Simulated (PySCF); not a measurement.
# H6Si3: the cost of one run

Computed with PySCF 2.14.0 and routines of our own; the level stands in each step. Atoms count from 0.

## 1. The system as given

9 atoms, charge 0, multiplicity 1; geometry from: GFN2-xTB.

## 2. Geometry optimisation at PBE0-D3(BJ)/def2-SVP

Job settings and geometry (Å):

```
{"job": {"xc": "PBE0", "basis": "def2-SVP", "d3": "d3bj", "grid": 1, "kind": "geom"}, "charge": 0, "multiplicity": 1}
Si    -0.782057    -1.098915     0.075675
Si     1.325497    -0.129049    -0.237128
Si    -0.541217     1.228204     0.153784
H     -1.100255    -1.877209     1.276867
H     -1.496652    -1.757247    -1.022319
H      1.996327    -0.156664    -1.540473
H      2.395158    -0.277699     0.754568
H     -0.693387     1.976614     1.405231
H     -1.089853     2.097958    -0.891385
```

Run with:

```console
> OMP_NUM_THREADS=1 python excited_run.py task.json out
```

One launch serves the whole session: the jobs run in the order shown.

**Question.** How long does this run take on 1 thread of Arm Neoverse V2, shared host?

About 5.2 s.
